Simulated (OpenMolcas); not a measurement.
**Converging the basis set for CHClF2 (difluorochloromethane)**

CHClF2 has 5 atoms, charge 0, and is taken as a singlet. SMILES: `FC(F)Cl`. Geometry: relaxed at PBE0-D4/def2-TZVP.

```xyz
5

F     0.0389   -0.5681    1.2223
C     0.1094    0.0236    0.0283
F     0.8442   -0.7459   -0.7769
Cl   -1.5110    0.2089   -0.6408
H     0.5686    1.0078    0.1258
```

Program: OpenMolcas 26.06. Method: MP2. Swept: basis set. Watched: the HOMO energy (Hartree–Fock orbitals). Each run: energy, 8 core orbitals frozen. Hardware: 1 thread of Arm Neoverse V1, shared host.

The last row is the best point of the sweep, not the limit.

```csv
basis set,basis functions,value (eV),from the best (eV),wall time
pcseg-0,42,-13.5094,-0.3207,2 s
pcseg-1,65,-13.2844,-0.0957,3.3 s
aug-pcseg-1,105,-13.1984,-0.0098,11 s
pcseg-2,138,-13.1886,0.0000,28 s
```

Question: For a target of 0.1 eV, where can one stop?

Answer: pcseg-1: it is 0.0957 eV off and takes 3.3 s, against 28 s for pcseg-2.
